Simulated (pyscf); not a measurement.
## Routes from HO–B(Cl)–Cl + HF

Candidate steps break at most two bonds and form at most two. Each was searched with GFN2-xTB (tblite) first. PySCF, gas phase, ωB97X-D3(BJ)/def2-SVP geometries. MP2 and CC: frozen core, UHF for open shells. ΔMP2 is the change of the MP2 total energy from the triple- to the quadruple-zeta basis. Energies: CCSD(T)/def2-TZVPP + ΔMP2(QZVPP), eV, from the separated reactants, singlet surface; ΔG‡ with ideal gas, 1 atm, RRHO with modes under 100 cm⁻¹ raised to 100, one conformer, R ln 2 for chiral ones without a mode under 150 cm⁻¹.

```tsv
products	type	ΔE‡	ΔE	ΔG‡ 298 K	ΔG‡ 900 K	ν‡ (cm⁻¹)
H₂O + F–B(Cl)–Cl	four-centre exchange	0.83	-0.01	1.22	2.14	997i
HO–B(F)–Cl + HCl	four-centre exchange	0.95	-0.57	1.29	2.17	885i
```

Row 1: On the product side the descent ends in an adduct with a B–O contact, 0.39 eV under the separated species and 1.12 eV under the saddle at ωB97X-D3(BJ)/def2-TZVP. 

Plain bond fissions and candidates not yet searched are not listed, and one of them may be faster. Each barrier is that of the saddle found; lower ones may exist. The CCSD(T) − MP2 part came from Ansatz, without density fitting, on the same reference.
